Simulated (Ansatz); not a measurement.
**CH₂Si+ (quartet): the correlation ladder, 6-31G**

Aim: climb from Hartree-Fock through coupled cluster and multireference methods for CH₂Si+ (quartet) at one geometry and basis, and see what each rung misses.

Method: 6-31G, core rule «outside noble gas», up to 6 orbitals frozen; program: Ansatz 0.2.0, Gaussian basis.

Plan: UHF; CCSD(T) on ROHF; CCSD(T) on UHF; BCCD(T) on ROHF; CISD; CCSDT(Q) on ROHF; CCSDT(Q) on UHF; CISDTQ; CCSDTQ on ROHF; CCSDTQ on UHF; CASSCF and MRCISD+Q, 9 electrons in 10 orbitals; CASSCF and NEVPT4(SD), 9 electrons in 10 orbitals; CASSCF and NEVPT2, 9 electrons in 10 orbitals; Full CI.

5 further runs of the same task are left out: 1 for a known fault of the program, 4 set aside as unsound or not needed.

## (1) The system

The geometry is a PBE0/def2-TZVP stationary point (not a proven minimum) of the parent state, kept for this charge and spin.

4 atoms, charge 1, spin multiplicity 4.

Atoms are counted from 1 here; the program's logs count them from 0.

Bond lengths: Si1–C2 1.820 Å, Si1–H3 1.492 Å, Si1–H4 1.492 Å. Angles: C2–Si1–H3 125.7°, C2–Si1–H4 125.7°, H3–Si1–H4 108.7°.

## (2) UHF

The input, in.yaml:

```yaml
crystal:
  periodic: [false, false, false]
  atoms:
    - {symbol: Si, position_ang: [0.000000, 0.000000, 0.477506]}
    - {symbol: C, position_ang: [0.000000, 0.000000, -1.342750]}
    - {symbol: H, position_ang: [0.000000, 1.212489, 1.347482]}
    - {symbol: H, position_ang: [0.000000, -1.212489, 1.347482]}
basis:
  gaussian: {orbitals: 6-31G}
total_charge: 1
magnetization: {spin_polarized: true, initial_magnetization: 3}
hamiltonian: {xc: hf}
output: {orbitals: {seedname: orbitals}}
```

Run with:

```bash
ansatz run in.yaml --threads 1 --pin off --events-out ev --progress --plain --max-ram 4096MiB --backend cpu
```

The runs that follow: CCSD(T) on ROHF; CCSD(T) on UHF; BCCD(T) on ROHF; CISD; CCSDT(Q) on ROHF; CCSDT(Q) on UHF; CISDTQ; CCSDTQ on ROHF; CCSDTQ on UHF; CASSCF and MRCISD+Q, 9 electrons in 10 orbitals; CASSCF and NEVPT4(SD), 9 electrons in 10 orbitals; CASSCF and NEVPT2, 9 electrons in 10 orbitals; Full CI.

Before running them: what should the planned runs give, taken together? Wanted: FCI below the RHF energy; RMP2 from FCI; UMP2 from FCI; RCCSD from FCI; RCCSD(T) from FCI; UCCSD(T) from FCI; RCCSDT(Q) from FCI; UCCSDT(Q) from FCI; NEVPT2 valence from FCI.

As calculated:

| quantity | value |
| --- | --- |
| FCI below the RHF energy | -2.7559 eV |
| RMP2 from FCI | +785.6 meV |
| UMP2 from FCI | +779.8 meV |
| RCCSD from FCI | +81.2 meV |
| RCCSD(T) from FCI | +26.8 meV |
| UCCSD(T) from FCI | +26.1 meV |
| RCCSDT(Q) from FCI | +1.0 meV |
| UCCSDT(Q) from FCI | 0.0 meV |
| NEVPT2 valence from FCI | +209.8 meV |
| NEVPT4(SD) valence from FCI | +31.5 meV |
| MRCISD+Q valence from FCI | +11.6 meV |
| levels within 1 kcal/mol (43 meV) | RCCSD(T), UCCSD(T), BCCD(T), RCCSDT, UCCSDT, CISDTQ, RCCSDT(Q), UCCSDT(Q), RCCSDTQ, UCCSDTQ, NEVPT4(SD) valence, MRCISD valence, MRCISD+Q valence |
| T1 diagnostic | 0.027 |
| effectively unpaired electrons | 3.03 |

RCCSD(T) lands +26.8 meV from the yardstick (1.0 % of the correlation energy). One determinant dominates. Of the multireference levels listed MRCISD+Q valence comes nearest in total energy (+11.6 meV), which doesn't show that its space is the better one. These misses are within one basis, not against nature; the frozen cores of restricted and unrestricted runs differ, which can shift their rows.
